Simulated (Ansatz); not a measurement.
**SiH₅S+: functionals against CCSD(T) at one geometry**

One table from this session's results is given with a row withheld; the runs are named, their logs left out.

Method: single points in def2-TZVPP; program: Ansatz 0.2.0, Gaussian basis.

Cores are frozen in the correlated methods.

### Starting geometry

SMILES `[SiH3][SH2+]`, 7 atoms, charge 1, spin multiplicity 1.

Atoms are counted from 1 here; the program's logs count them from 0.

Bond lengths: Si1–S2 2.308 Å, Si1–H3 1.492 Å, Si1–H4 1.272 Å, Si1–H5 1.701 Å, S2–H6 1.456 Å, S2–H7 1.466 Å. Angles: S2–Si1–H3 104.8°, S2–Si1–H4 97.9°, S2–Si1–H5 93.7°, H3–Si1–H4 118.4°, H3–Si1–H5 119.8°, H4–Si1–H5 114.7°, Si1–S2–H6 98.6°, Si1–S2–H7 103.8°, H6–S2–H7 80.9°.

Geometry (Å):

```
Si   -0.7812   -0.4619   -0.4400
S     0.9659    0.9868   -0.0185
H    -0.6579   -1.5204    0.6044
H    -0.4790   -0.7570   -1.6401
H    -1.9669    0.7476   -0.2835
H     0.9094    0.9779    1.4362
H     2.0997    0.0985    0.2530
```

The first run:

Input file run/in.yaml:

```yaml
crystal:
  periodic: [false, false, false]
  atoms:
    - {symbol: Si, position_ang: [-0.781200, -0.461900, -0.440000]}
    - {symbol: S, position_ang: [0.965900, 0.986800, -0.018500]}
    - {symbol: H, position_ang: [-0.657900, -1.520400, 0.604400]}
    - {symbol: H, position_ang: [-0.479000, -0.757000, -1.640100]}
    - {symbol: H, position_ang: [-1.966900, 0.747600, -0.283500]}
    - {symbol: H, position_ang: [0.909400, 0.977900, 1.436200]}
    - {symbol: H, position_ang: [2.099700, 0.098500, 0.253000]}
basis:
  gaussian: {orbitals: def2-TZVPP}
total_charge: 1
correlation: {method: ccsd_t}
output: {forces: true}
```

The command line of these runs was not kept.

Among the steps run: CCSD(T)/def2-TZVPP; PBE0-D4/def2-TZVPP; wB97M-V/def2-TZVPP; r2SCAN-D4/def2-TZVPP; PBE-D4/def2-TZVPP; wB97X-V/def2-TZVPP; BHLYP-D4/def2-TZVPP.

One table of the session follows, with a row left open; its other results are not shown here.

```
   method  RMS force component (eV/Å)  angle to CCSD(T) forces (°)
  CCSD(T)                       2.418                    reference
  PBE0-D4                       2.413                          1.6
  wB97M-V                       2.405                          1.1
r2SCAN-D4                           ?                            ?
   PBE-D4                       2.339                          4.6
  wB97X-V                       2.463                          1.3
 BHLYP-D4                       2.457                          3.4
```

Estimate the missing values for r2SCAN-D4.

As computed: RMS force component (eV/Å): 2.388; angle to CCSD(T) forces (°): 1.6. In the column «RMS force component (eV/Å)» it lies between PBE-D4 (2.339) and wB97M-V (2.405).
